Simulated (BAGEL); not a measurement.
# RI-MP2/aug-cc-pVDZ (density fitting with qzvpp-jkfit) run of BH3S2 (SMILES SBS)

Aim: the energy change on altering one bond length of BH3S2 at RI-MP2/aug-cc-pVDZ (density fitting with qzvpp-jkfit), from 2 runs. 

The results are computed with BAGEL 1.2.2.

1 further run of the same task is left out (set aside as unsound or not needed). Runs told in other sessions of the task aren't counted.

## (1) Starting point

The species is BH3S2 (6 atoms), meant as a singlet with charge 0. SMILES: `SBS`. The coordinates come from a PBE0-D4/def2-TZVP relaxation. This is one conformer, not always the lowest.

Bond lengths: S1–B2 1.783 Å, B2–S3 1.787 Å, S1–H4 1.346 Å, B2–H5 1.190 Å, S3–H6 1.342 Å. Angles: S1–B2–S3 122.5°, S1–B2–H5 116.2°, S3–B2–H5 121.4°, B2–S1–H4 98.9°, B2–S3–H6 97.3°.

## (2) The energy at RI-MP2/aug-cc-pVDZ (density fitting with qzvpp-jkfit)

Input file job.json:

```json
{ "bagel": [

{
  "title": "molecule",
  "basis": "aug-cc-pvdz.json",
  "df_basis": "qzvpp-jkfit",
  "angstrom": true,
  "geometry": [
    { "atom": "S", "xyz": [   -0.819900,   -0.605200,   -1.516500 ] },
    { "atom": "B", "xyz": [    0.091400,   -0.453600,    0.008900 ] },
    { "atom": "S", "xyz": [    0.333100,    1.114800,    0.829800 ] },
    { "atom": "H", "xyz": [   -1.145600,    0.688100,   -1.694600 ] },
    { "atom": "H", "xyz": [    0.535500,   -1.462200,    0.457500 ] },
    { "atom": "H", "xyz": [    1.047600,    0.654100,    1.868800 ] }
  ]
},
{ "title": "hf" },
{ "title": "mp2", "ncore": 11 }

]}
```

The basis set aug-cc-pVDZ is read from a file made from the Basis Set Exchange's data (not shown).

Run with:

```console
$ BAGEL_NUM_THREADS=1 BAGEL job.json > job.out
```

What it wrote:

```text
* using 1 threads per process

  ===============================================================
  ===============================================================

  *** Geometry ***

  { "atom" : "S", "xyz" : [     -1.549386,     -1.143662,     -2.865770 ] },
  { "atom" : "B", "xyz" : [      0.172721,     -0.857180,      0.016819 ] },
  { "atom" : "S", "xyz" : [      0.629468,      2.106667,      1.568095 ] },
  { "atom" : "H", "xyz" : [     -2.164870,      1.300321,     -3.202330 ] },
  { "atom" : "H", "xyz" : [      1.011948,     -2.763158,      0.864550 ] },
  { "atom" : "H", "xyz" : [      1.979677,      1.236070,      3.531520 ] },

  Number of auxiliary basis functions:      385

  Since a DF basis is specified, we compute 2- and 3-index integrals:
    o Being stored without compression. Storage requirement is 0.033 GB

  Number of basis functions:      104
  Number of electrons      :       40

    * METHOD: MOLECULE                             0.13

  *** RHF ***

  === Nuclear Repulsion ===
   119.7687152675

      * DIIS with orbital gradients will be used.

  === RHF iteration (aug-cc-pvdz.json) ===
      0       -821.40421895          0.01603793           0.04
      1       -821.52847881          0.00841460           0.04
      2       -821.55603476          0.00154601           0.04
      3       -821.55798422          0.00029970           0.04
      4       -821.55807652          0.00009854           0.05
      5       -821.55808658          0.00002441           0.04
      6       -821.55808717          0.00000676           0.04
      7       -821.55808721          0.00000221           0.04
      8       -821.55808722          0.00000082           0.04
      9       -821.55808722          0.00000023           0.04
     10       -821.55808722          0.00000007           0.04
     11       -821.55808722          0.00000002           0.04
     12       -821.55808722          0.00000001           0.04
    * SCF iteration converged.

    * Permanent dipole moment:
           (   -0.171226,    -0.075022,    -0.299514) a.u.

    * METHOD: HF                                   0.61

  *** RHF ***

  === Nuclear Repulsion ===
   119.7687152675

      * DIIS with orbital gradients will be used.

  === RHF iteration (aug-cc-pvdz.json) ===
      0       -821.55808722          0.00000000           0.04
    * SCF iteration converged.

    * Permanent dipole moment:
           (   -0.171226,    -0.075022,    -0.299514) a.u.

  === DF-MP2 calculation ===

    * freezing 11 orbitals
    * 3-index integral transformation done
    * assembly done

      MP2 correlation energy:   -0.3746143857      0.02

      MP2 total energy:       -821.9327016042

    * METHOD: MP2                                  0.10

  ===============================================================
```

Run time: 1.1 s. Hardware: 1 thread of AMD EPYC 9R45 (Zen 5), shared host; peak memory 0.11 GiB.

## (3) The distorted shape

Input file job.json:

```json
{ "bagel": [

{
  "title": "molecule",
  "basis": "aug-cc-pvdz.json",
  "df_basis": "qzvpp-jkfit",
  "angstrom": true,
  "geometry": [
    { "atom": "S", "xyz": [      -1.677313,      -0.052351,      -2.763319 ] },
    { "atom": "B", "xyz": [      -0.766013,       0.099249,      -1.237919 ] },
    { "atom": "S", "xyz": [      -0.524313,       1.667649,      -0.417019 ] },
    { "atom": "H", "xyz": [      -2.003013,       1.240949,      -2.941419 ] },
    { "atom": "H", "xyz": [      -0.321913,      -0.909351,      -0.789319 ] },
    { "atom": "H", "xyz": [       1.047600,       0.654100,       1.868800 ] }
  ]
},

{
  "title": "hf"
},

{
  "title": "mp2",
  "ncore": 11
}

]}
```

The basis set aug-cc-pVDZ is read from a file made from the Basis Set Exchange's data (not shown).

Run with:

```console
$ BAGEL_NUM_THREADS=1 BAGEL job.json > job.out
```

What it wrote:

```text
* using 1 threads per process

  ===============================================================
  ===============================================================

  *** Geometry ***

  { "atom" : "S", "xyz" : [     -3.169662,     -0.098929,     -5.221916 ] },
  { "atom" : "B", "xyz" : [     -1.447555,      0.187553,     -2.339328 ] },
  { "atom" : "S", "xyz" : [     -0.990808,      3.151400,     -0.788052 ] },
  { "atom" : "H", "xyz" : [     -3.785146,      2.345054,     -5.558476 ] },
  { "atom" : "H", "xyz" : [     -0.608327,     -1.718424,     -1.491597 ] },
  { "atom" : "H", "xyz" : [      1.979677,      1.236070,      3.531520 ] },

  Number of auxiliary basis functions:      385

  Since a DF basis is specified, we compute 2- and 3-index integrals:
    o Being stored without compression. Storage requirement is 0.033 GB

  Number of basis functions:      104
  Number of electrons      :       40

    * METHOD: MOLECULE                             0.13

  *** RHF ***

  === Nuclear Repulsion ===
   115.3360844542

      * DIIS with orbital gradients will be used.

  === RHF iteration (aug-cc-pvdz.json) ===
      0       -821.02046366          0.01919593           0.04
      1       -821.05027428          0.02049229           0.04
      2       -821.33210161          0.00373235           0.04
      3       -821.34147536          0.00192388           0.04
      4       -821.34518407          0.00037551           0.04
      5       -821.34538032          0.00011675           0.04
      6       -821.34540093          0.00004378           0.04
      7       -821.34540369          0.00001124           0.04
      8       -821.34540389          0.00000416           0.04
      9       -821.34540391          0.00000191           0.04
     10       -821.34540392          0.00000075           0.04
     11       -821.34540392          0.00000033           0.04
     12       -821.34540392          0.00000017           0.04
     13       -821.34540392          0.00000007           0.04
     14       -821.34540392          0.00000003           0.04
     15       -821.34540392          0.00000001           0.04
     16       -821.34540392          0.00000000           0.04
    * SCF iteration converged.

    * Permanent dipole moment:
           (    0.045602,    -0.012375,     0.070822) a.u.

    * METHOD: HF                                   0.78

  *** RHF ***

  === Nuclear Repulsion ===
   115.3360844542

      * DIIS with orbital gradients will be used.

  === RHF iteration (aug-cc-pvdz.json) ===
      0       -821.34540392          0.00000000           0.04
    * SCF iteration converged.

    * Permanent dipole moment:
           (    0.045602,    -0.012375,     0.070822) a.u.

  === DF-MP2 calculation ===

    * freezing 11 orbitals
    * 3-index integral transformation done
    * assembly done

      MP2 correlation energy:   -0.4178272162      0.02

      MP2 total energy:       -821.7632311381

    * METHOD: MP2                                  0.11

  ===============================================================
```

Run time: 1.2 s. Hardware: 1 thread of AMD EPYC 9R45 (Zen 5), shared host; peak memory 0.11 GiB.

## (4) What came out

At RI-MP2/aug-cc-pVDZ (density fitting with qzvpp-jkfit), 11 core orbitals frozen:

```
                                                         quantity          value
                                        first shape: total energy  -821.93270 Eh
        first shape: correlation energy (11 core orbitals frozen)     -374.6 mEh
                                    distorted shape: total energy  -821.76323 Eh
    distorted shape: correlation energy (11 core orbitals frozen)     -417.8 mEh
energy change with the S3–H6 bond stretched from 1.342 to 2.953 Å       4.612 eV
```

**Reading.** One bond (distorted shape) is far stretched, which a spin-restricted single reference describes badly; perturbation theory on it can break down and give far too much correlation. With the S3–H6 bond stretched from 1.342 to 2.953 Å the energy rises by 4.61 eV (106 kcal/mol). The first shape isn't relaxed at this level, so the change isn't measured from a minimum. A restricted reference can't describe the breaking bond well at this length.
